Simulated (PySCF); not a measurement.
Geometry:
| atom | x (Å) | y (Å) | z (Å) |
| --- | --- | --- | --- |
| Si1 | 0.559 | 0.965 | 0.867 |
| H2 | 0.530 | 0.932 | 2.360 |
| H3 | 1.985 | 1.036 | 0.405 |
| H4 | -0.093 | 2.229 | 0.389 |
| N5 | -0.255 | -0.457 | 0.328 |
| C6 | -0.483 | -0.831 | -1.043 |
| H7 | -0.624 | -1.099 | 1.017 |
| H8 | -1.557 | -0.892 | -1.300 |
| H9 | -0.041 | -0.081 | -1.718 |
| H10 | -0.022 | -1.801 | -1.305 |

- PBE0-D3(BJ)/def2-SVP structure
- B3LYP/pcSseg-1 with gauge-including orbitals
- code: PySCF 2.14.0 with density-fitted response routines
- no relativistic terms, fast rotation and ring inversion assumed for equivalent nuclei, one computed conformer, no solvent model

δ = σ(ref) − σ, references computed at the same level: TMS for 13C (179.24 ppm) and 1H (31.38 ppm) and 29Si (337.86 ppm); 15N (263.54 ppm) against NH3.

```json
{"atoms": "C6", "nucleus": "13C", "count": "1", "δ (ppm)": "?"}
{"atoms": "H8/H9/H10", "nucleus": "1H", "count": "3", "δ (ppm)": "2.64"}
{"atoms": "N5", "nucleus": "15N", "count": "1", "δ (ppm)": "?"}
{"atoms": "H7", "nucleus": "1H", "count": "1", "δ (ppm)": "-0.64"}
{"atoms": "Si1", "nucleus": "29Si", "count": "1", "δ (ppm)": "-60.9"}
{"atoms": "H2/H3/H4", "nucleus": "1H", "count": "3", "δ (ppm)": "4.51"}
```

Problem. Fill in the missing shifts.

Solution. 
- C6: 32.5 ppm, carbon bonded to N, 3 H
- N5: 0.4 ppm, nitrogen bonded to C, Si, H

Exchangeable OH/NH protons stand at their gas-phase positions; hydrogen bonding in a real sample shifts them, mostly to higher δ. Shifts are as computed. Against solution values, carbons near 30 ppm lie about +2 ppm off and those near 130 ppm about +6 ppm. Of 1211 compounds with measured shifts, 218 miss one by over three times the rms of a fit or turn the order of signals round; such compounds aren't used in these exercises. Experimental scales use liquid or dissolved standards, which lie at an offset from isolated NH3 (liquid NH3: subtract about 20 ppm).
